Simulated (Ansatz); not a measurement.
**SiH₃O (doublet): wave-function methods side by side at distance O1–H3 along a hydrogen transfer = 0.892 Å, cc-pVDZ**

Aim: climb from Hartree-Fock through coupled cluster and multireference methods for SiH₃O (doublet) at one geometry and basis, and see what each rung misses.

The runs use Ansatz 0.2.0, Gaussian basis; cc-pVDZ, core rule «outside noble gas», up to 6 orbitals frozen.

To be run: UHF; CCSD(T) on ROHF; CCSD(T) on UHF; BCCD(T) on ROHF; CISD; CCSDT(Q) on ROHF; CCSDT(Q) on UHF; CASSCF and MRCISD+Q, 3 electrons in 3 orbitals; CASSCF and NEVPT2, 3 electrons in 3 orbitals.

8 further runs of the same task are left out: 1 for a mislabelled method, 7 that didn't finish.

### Step 1. The system

The geometry derives from fragments relaxed apart (PBE0/def2-TZVP) and kept rigid, so it is no stationary point. A hydrogen atom is moved between rigid fragments.

5 atoms, charge 0, spin multiplicity 2.

Atoms are counted from 1 here; the program's logs count them from 0.

Bond lengths: O1–H2 0.960 Å, O1–H3 0.892 Å, Si4–H5 1.532 Å. Angles: H2–O1–H3 105.1°.

### Step 2. UHF

Contents of in.yaml:

```yaml
crystal:
  periodic: [false, false, false]
  atoms:
    - {symbol: O, position_ang: [-1.930558, 0.011831, 0.000000]}
    - {symbol: H, position_ang: [-2.179867, 0.938406, 0.000000]}
    - {symbol: H, position_ang: [-1.038558, 0.011831, 0.000000]}
    - {symbol: Si, position_ang: [1.159442, 0.011831, 0.000000]}
    - {symbol: H, position_ang: [1.555877, -1.467683, 0.000000]}
basis:
  gaussian: {orbitals: cc-pVDZ}
magnetization: {spin_polarized: true, initial_magnetization: 1}
hamiltonian: {xc: hf}
output: {orbitals: {seedname: orbitals}}
```

Started as:

```sh
$ ansatz run in.yaml --threads 1 --pin off --events-out ev --progress --plain --max-ram 2393MiB
```

After this run come: CCSD(T) on ROHF; CCSD(T) on UHF; BCCD(T) on ROHF; CISD; CCSDT(Q) on ROHF; CCSDT(Q) on UHF; CASSCF and MRCISD+Q, 3 electrons in 3 orbitals; CASSCF and NEVPT2, 3 electrons in 3 orbitals.

Q: Predict the results of all the runs planned. Wanted: UCCSDT(Q) below the RHF energy; RMP2 from UCCSDT(Q); UMP2 from UCCSDT(Q); RCCSD from UCCSDT(Q); RCCSD(T) from UCCSDT(Q); UCCSD(T) from UCCSDT(Q); RCCSDT(Q) from UCCSDT(Q); MRCISD+Q pair from UCCSDT(Q); T1 diagnostic.

**Answer**, as computed:

| quantity | value |
| --- | --- |
| UCCSDT(Q) below the RHF energy | -8.5128 eV |
| RMP2 from UCCSDT(Q) | +1063.6 meV |
| UMP2 from UCCSDT(Q) | +1077.4 meV |
| RCCSD from UCCSDT(Q) | +179.1 meV |
| RCCSD(T) from UCCSDT(Q) | +34.8 meV |
| UCCSD(T) from UCCSDT(Q) | +34.5 meV |
| RCCSDT(Q) from UCCSDT(Q) | +0.3 meV |
| MRCISD+Q pair from UCCSDT(Q) | +94.1 meV |
| levels within 1 kcal/mol (43 meV) | RCCSD(T), UCCSD(T), BCCD(T), RCCSDT, UCCSDT, RCCSDT(Q) |
| T1 diagnostic | 0.015 |

**Reading.** RCCSD(T) misses by +34.8 meV, 0.4 % of the correlation energy. These misses are within one basis, not against nature; the frozen cores of restricted and unrestricted runs differ, which can shift their rows.
